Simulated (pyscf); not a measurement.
Cl–GeH₂–Cl -> HCl + Cl–GeH: [singlet] (1,1-elimination; singlet surface; Cl–Ge, Ge–H broken, Cl–H formed). Optimised with ωB97X-D3(BJ)/def2-SVP in PySCF. MP2 and CC: frozen core, UHF for open shells. ΔMP2 is the change of the MP2 total energy from the triple- to the quadruple-zeta basis. Energies in kcal/mol from the reactant's lowest minimum found.

```csv
level,barrier,reaction energy
PBE/def2-TZVP,44.8,+40.7
r²SCAN/def2-TZVP,50.8,+47.1
B3LYP-D3(BJ)/def2-TZVP,51.0,+40.7
M06-2X/def2-TZVP,[?],+46.9
ωB97M-D3(BJ)/def2-TZVP,56.5,+41.8
HF/def2-TZVP,73.8,+44.1
CCSD(T)/def2-TZVPP + ΔMP2(QZVPP),[?],[?]
```

**Question.** What belongs in the gaps?

**Answer.** 
- M06-2X/def2-TZVP, barrier: 58.4
- CCSD(T)/def2-TZVPP + ΔMP2(QZVPP), barrier: 56.7
- CCSD(T)/def2-TZVPP + ΔMP2(QZVPP), reaction energy: +44.3

On the product side the descent ends in a bound adduct (not fully relaxed), 8.0 kcal/mol under the separated species and 19.9 kcal/mol under the saddle at ωB97X-D3(BJ)/def2-TZVP. At ωB97X-D3(BJ) the barrier from the zero used here is 60.6 kcal/mol. This is the saddle that the search found; another between the same sides may lie lower. The CCSD(T) − MP2 part came from Ansatz, without density fitting, on the same reference. The frozen core leaves the outer d or s,p core shells of the metals and heavy elements correlated in the MP2 and CC values, and def2-TZVPP describes them poorly, which can shift differences by a few kcal/mol. Elements up to Kr have no core potential and no relativistic terms here.
